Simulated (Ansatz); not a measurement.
Worked example: correlation energy of [Cl···H···NH], triplet

Geometry: a point of a hydrogen-transfer path between rigid fragments, not a stationary point.

```xyz
4

Cl   -0.8041    0.0197    0.0000
H     0.4747    0.0197    0.0000
N     1.8489    0.0197    0.0000
H     2.1179   -0.9846    0.0000
```

Basis cc-pVTZ; Ansatz 0.2.0. Only valence electrons are correlated (noble-gas cores frozen), which leaves 14 electrons in 86 orbitals. Prefix R: restricted or restricted open-shell reference; prefix U: unrestricted.

Full CI isn't at hand for all of this; UCCSDT(Q) serves as the reference, and is uncertain by about the last step of the cluster series.

Runs differ by some tens of microhartree through their thresholds and, for an open shell, their frozen cores, so steps under 0.03 kcal/mol mean nothing.

```csv
level,total energy (hartree)
UHF,-515.058957
UMP2,-515.412732
UCCSD,-515.449400
UCCSD(T),-515.462959
UCCSDT,-515.464025
UCCSDT(Q),-515.464584
```

Question: What is the correlation energy at UCCSDT(Q), and what share of it do UMP2 and UCCSD(T) recover?

Answer: E(corr) = -515.464584 − (-515.058957) = -0.405627 hartree = -11.038 eV. UMP2: -0.353775 / -0.405627 = 87.22 %. UCCSD(T): -0.404002 / -0.405627 = 99.60 %.

Question: By how many kcal/mol does UCCSD(T) miss UCCSDT(Q) (1 hartree = 627.509 kcal/mol), and which steps make up the rest?

Answer: -515.462959 − (-515.464584) = 0.001625 hartree = 1.02 kcal/mol. Steps: UCCSDT − UCCSD(T) = -0.67, UCCSDT(Q) − UCCSDT = -0.35 kcal/mol. Differences between like states or geometries often cancel part of this.
